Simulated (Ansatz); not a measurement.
# Breaking a bond in [NH4]+ (SMILES [NH4+])

The species is [NH4]+ (5 atoms), meant as a singlet with charge +1. SMILES: `[NH4+]`. The coordinates come from a GFN2-xTB relaxation.

```xyz
5

N     0.0001    0.0001    0.0000
H     0.4559   -0.4507    0.8056
H    -0.9779    0.2175    0.2366
H     0.0241   -0.6373   -0.8082
H     0.4979    0.8705   -0.2340
```

The N1–H2 distance is scanned; the parts on either side stay rigid. Basis 6-31G, 1 core orbital frozen in the correlated methods; program Ansatz 0.2.0. FCI is exact within this basis and core. Energies in eV from each method's value at 1.030 Å; methods without a U are spin-restricted. The shape above is that at 1.030 Å.

| distance (Å) | BLYP | revPBE | PBE0 | B3LYP | wB97M-V | CCSDTQ | FCI |
| --- | --- | --- | --- | --- | --- | --- | --- |
| 1.024 | 0.01 | 0.01 | 0.00 | 0.00 | 0.00 | 0.01 | 0.01 |
| 1.030 | 0.00 | 0.00 | 0.00 | 0.00 | 0.00 | 0.00 | 0.00 |
| 1.279 | 0.72 | 0.75 | 0.84 | 0.80 | 0.82 | 0.77 | 0.77 |
| 1.287 | 0.75 | 0.78 | 0.88 | 0.84 | 0.86 | 0.80 | 0.80 |
| 1.535 | 1.99 | 2.04 | 2.22 | 2.15 | 2.19 | 2.06 | 2.06 |
| 1.544 | 2.02 | 2.08 | 2.27 | 2.20 | 2.24 | 2.10 | 2.10 |
| 2.047 | 4.11 | 4.19 | 4.57 | 4.43 | 4.56 | 4.17 | 4.17 |
| 2.059 | 4.14 | 4.23 | 4.62 | 4.47 | 4.61 | 4.20 | 4.20 |
| 2.559 | 5.35 | 5.45 | 6.02 | 5.82 | 6.11 | 5.30 | 5.30 |
| 2.574 | 5.37 | 5.47 | 6.06 | 5.85 | 6.14 | 5.31 | 5.31 |

Departure from the FCI curve at its largest: BLYP -0.08 eV at 1.54 Å; revPBE +0.16 eV at 2.57 Å; PBE0 +0.75 eV at 2.57 Å; B3LYP +0.54 eV at 2.57 Å; wB97M-V +0.83 eV at 2.57 Å; CCSDTQ within 0.005 eV. For the functionals part of the departure is owed to the small basis.
